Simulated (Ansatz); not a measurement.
# [H···H···NH], triplet along the distance H1-H2

Starting geometry:

```xyz
4

H    -2.0834    0.0594    0.0000
H    -1.3384    0.0594    0.0000
N     0.2116    0.0594    0.0000
H     0.4807   -0.9448    0.0000
```

From there H2 is moved from one fragment to the other while all else, the fragments' distance too, stays fixed; atoms are numbered as listed. Energies are in eV, counted from the starting geometry at the same level. Kohn–Sham curves are unrestricted where that lies lower.

Basis 6-31G; Ansatz 0.2.0. Correlated methods freeze the noble-gas cores. R marks a restricted (for open shells ROHF) determinant, U an unrestricted one.

For open shells CISD is restricted-active-space CI with the open shells as a complete middle space.

Full CI is exact within this basis and frozen core; it isn't the basis-set limit. The frozen core follows each run's orbitals, which can shift R against U totals by a few meV.

```
distance H1-H2 (Å)  full CI  curve A  curve B  curve C  curve D
             0.693    0.011    0.062   -0.049    0.002    0.010
             0.745    0.000    0.000    0.000    0.000    0.000
             0.818    0.119    0.034    0.226    0.137    0.120
             0.891    0.304    0.130    0.559    0.348    0.307
             0.964    0.474    0.225    0.927    0.552    0.480
             1.036    0.571    0.280    1.232    0.656    0.578
             1.109    0.581    0.292    1.142    0.646    0.587
             1.182    0.540    0.293    0.906    0.584    0.545
             1.255    0.534    0.349    0.735    0.556    0.538
```

Q: The curves come from CISD, RHF, UCCSD(T), r2SCAN. Compare each with full CI and say which is which.

A: A: r2SCAN, B: RHF, C: CISD, D: UCCSD(T). Spread of the error against full CI, over the points where both stand: A 0.343, B 0.721, C 0.094, D 0.008 eV. 

In so small a basis the reference is far from its limit while semilocal and hybrid functionals are nearer theirs, so the functionals' errors here hold much of the reference's basis and frozen-core error, which can add to them or hide them.
